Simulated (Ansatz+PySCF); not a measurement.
A calculation with PySCF 2.14.0.

```python
from pyscf import gto, scf, cc

mol = gto.M(atom="""
C 0.000000 0.000000 -0.185680
H 0.000000 0.000000 1.114100
""", basis='6-31g', charge=0, spin=1)
mf = scf.UHF(mol)
mf.kernel()
mycc = cc.CCSD(mf, frozen=1).run()
et = mycc.ccsd_t()
print(mf.e_tot, mycc.e_corr, et, mycc.e_tot + et)
```

The script is written out from the run's settings.

Results

```json
{"Converged": "yes", "Reference energy": "-38.23851 hartree", "CCSD correlation energy": "-0.07013 hartree", "Triples correction": "-0.00086 hartree", "Total energy": "-38.30950 hartree"}
```

This is not the lowest solution: another run reaches a determinant 0.04 eV lower.
